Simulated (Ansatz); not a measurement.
Program: Ansatz 0.2.0.

A structure relaxed at PBE0-D4/def2-TZVP, charge 0, multiplicity 1:

Cartesian coordinates in Å:
```
C -1.0403 -1.6617 0.1100
C -0.3047 -0.4084 0.3846
F -0.2539 -0.1337 1.7017
C 0.2629 0.4155 -0.4849
C 0.9862 1.6575 -0.1211
F 2.3075 1.5836 -0.5494
H -1.0628 -1.8680 -0.9589
H -0.5614 -2.4990 0.6248
H -2.0660 -1.5906 0.4818
H 0.1977 0.1576 -1.5353
H 0.9899 1.8164 0.9583
H 0.5449 2.5310 -0.6116
```

Give its formula and SMILES.

C4H6F2, `C/C(F)=C/CF`.

Summarise the bond lengths by kind.

3 × C–C 1.325 to 1.483 Å; 6 × C–H 1.084 to 1.095 Å; 2 × C–F 1.346 to 1.391 Å.
